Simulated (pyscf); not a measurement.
**Four-centre exchange: H₃Si–NH–SiH₃ + hydrogen (H₂) → H₃Si–NH–SiH₃ + hydrogen (H₂)**

Gas phase, singlet surface, charge 0. Bonds broken: Si1–H11, H4–H12. Bonds formed: Si1–H4, H11–H12. PySCF, gas phase, ωB97X-D3(BJ)/def2-SVP geometries.

Transition state (Å):

```xyz
12

Si    -1.2075     0.6384     1.0896
N      0.1077    -0.2811     0.3981
Si     0.4620    -0.6138    -1.2801
H     -2.8001     0.5404     1.6915
H     -0.8187     0.4599     2.5181
H     -1.8710     1.0092    -0.1900
H      0.7566    -0.6763     1.0770
H     -0.5828     0.0478    -2.1088
H      1.8050    -0.0895    -1.6732
H      0.4569    -2.0809    -1.5644
H     -1.6946     2.1921     1.5969
H     -2.5109     1.5507     1.7846
```

One imaginary mode, 1481i cm⁻¹; descent along it reached the two sides named.

```json
[
 {"bond": "Si1–H11", "change": "breaks", "reactant side (Å)": "1.494", "saddle": "1.705", "product side": "3.2"},
 {"bond": "H4–H12", "change": "breaks", "reactant side (Å)": "0.760", "saddle": "1.055", "product side": "2.8"},
 {"bond": "Si1–H4", "change": "forms", "reactant side (Å)": "3.2", "saddle": "1.705", "product side": "1.495"},
 {"bond": "H11–H12", "change": "forms", "reactant side (Å)": "2.8", "saddle": "1.055", "product side": "0.760"}
]
```

Electronic energies relative to the separated reactants (eV):

```json
[
 {"level": "ωB97X-D3(BJ)/def2-TZVP", "barrier": "2.51", "reaction energy": "0.00", "reverse barrier": "2.51"},
 {"level": "PBE/def2-TZVP", "barrier": "2.05", "reaction energy": "0.00", "reverse barrier": "2.05"},
 {"level": "r²SCAN/def2-TZVP", "barrier": "2.20", "reaction energy": "0.00", "reverse barrier": "2.20"},
 {"level": "B3LYP-D3(BJ)/def2-TZVP", "barrier": "2.45", "reaction energy": "0.00", "reverse barrier": "2.45"},
 {"level": "PBE0-D3(BJ)/def2-TZVP", "barrier": "2.22", "reaction energy": "0.00", "reverse barrier": "2.22"},
 {"level": "M06-2X/def2-TZVP", "barrier": "2.56", "reaction energy": "0.00", "reverse barrier": "2.56"},
 {"level": "ωB97M-D3(BJ)/def2-TZVP", "barrier": "2.43", "reaction energy": "0.00", "reverse barrier": "2.43"},
 {"level": "HF/def2-TZVP", "barrier": "3.41", "reaction energy": "0.00", "reverse barrier": "3.41"}
]
```

With ωB97M-D3(BJ)/def2-TZVP energies and thermal terms (ideal gas, 1 atm, RRHO with modes under 100 cm⁻¹ raised to 100, one conformer, R ln 2 for chiral ones without a mode under 150 cm⁻¹), in eV:

| T (K) | ΔH‡ | ΔG‡ | ΔH | ΔG |
|---|---|---|---|---|
| 298 | 2.48 | 2.88 | 0.00 | 0.00 |
| 600 | 2.43 | 3.31 | 0.00 | 0.00 |
| 900 | 2.41 | 3.75 | 0.00 | 0.00 |
| 1200 | 2.42 | 4.19 | 0.00 | 0.00 |

At the saddle there is also a short H–Si contact that neither side keeps. The same reactants have a lower exit, to H₂N–SiH₃ + SiH₄ (barrier +2.19 eV at ωB97M-D3(BJ)/def2-TZVP, against +2.43 eV here). This is the saddle that the search found; another between the same sides may lie lower.
